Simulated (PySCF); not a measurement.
Ionising CN

ROHF-MP2; basis C def2-SVPD, N def2-SVPD; no relativity; PySCF 2.14. Neutral (ROHF): doublet (σ ↑), Re = 1.197 Å, ωe = 1869 cm⁻¹, De = 7.70 eV.

CN⁻ (RHF): singlet (closed shell), Re = 1.194 Å, ωe = 2040 cm⁻¹. The energies at the minima are -92.39334 hartree for CN and -92.52687 for CN⁻.

**Question.** Work out the adiabatic electron affinity, without and with harmonic zero-point energies (1 hartree = 27.2114 eV, 1 eV = 8065.5 cm⁻¹), and the change of the bond length.

**Answer.** At MP2: 0.13353 hartree = 3.634 eV between the minima; the zero-point term (1869.0 − 2040.0)/2 cm⁻¹ = -0.011 eV makes it 3.623 eV. Re changes by -0.3 pm against the neutral. The electron enters a σ orbital, and the small change of length marks it as nearly non-bonding.

Correlated steps freeze 2 core orbitals. Correlated levels converge slowly with the basis: in double zeta they bind strong bonds too weakly, by up to about 1 eV, and carry superposition errors of some tenths. States were picked by a PBE0 search and need not be the measured ground states.
